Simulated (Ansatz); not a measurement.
Start from HgTe in the zinc blende structure (space group F-43m, No. 216).

```yaml
crystal:
  lattice:
    - [0.00000, 3.32533, 3.32533]
    - [3.32533, 0.00000, 3.32533]
    - [3.32533, 3.32533, 0.00000]
  atoms:
    - { symbol: Te, position: [0.75000, 0.75000, 0.75000] }
    - { symbol: Hg, position: [0.00000, 0.00000, 0.00000] }
```

Method: DFT with PBE, PAW potentials and a 420 eV plane-wave cutoff in Ansatz (a quantum-chemistry and plane-wave program), without spin-orbit coupling.

Modification: full substitution Hg → Cd, then cell and atoms are relaxed.

Measured lattice parameter a: HgTe 6.46 Å (room temperature; as listed in R. J. Cava et al., Journal of Materials Chemistry C (2013)); CdTe 6.48 Å (room temperature; as listed in M J Lucero, T M Henderson, G E Scuseria, Journal of Physics Condensed Matter (2012)).

Problem. How well does PBE reproduce the measured shift?

Solution. With PBE the lattice parameter a moves by -0.033 Å (6.651 → 6.618) against +0.020 Å measured, the wrong sign.

Whether these cells are dynamically stable was not tested. All final runs are without spin polarisation.
